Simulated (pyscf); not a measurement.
Thermochemistry of product channels of `[CH3][CH]([Cl])[Cl]` + `[H]` [doublet] on the doublet surface, in kcal/mol, from CCSD(T)/def2-TZVPP + ΔMP2(QZVPP) energies (ideal gas, 1 atm, RRHO with modes under 100 cm⁻¹ raised to 100, one conformer, R ln 2 for chiral ones without a mode under 150 cm⁻¹). Structures and frequencies: ωB97X-D3(BJ)/def2-SVP in PySCF. Correlated levels are frozen-core, on RHF or UHF. ΔMP2 is the change of the MP2 total energy from the triple- to the quadruple-zeta basis.

```tsv
products	ΔE	ΔH(298 K)	ΔG(900 K)	ΔG(1200 K)
`[CH3][CH][Cl]` [doublet] + `[ClH]`	-24.8	-23.7	-35.6	-39.1
`[CH3][CH2][Cl]` + `[Cl]` [doublet]	-23.3	-18.2	-20.5	-20.6
```

These are energies of the channels, which say nothing of barriers. The CCSD(T) − MP2 part came from Ansatz, without density fitting, on the same reference. Left out: orbital degeneracy and the spin-orbit lowering of Cl.
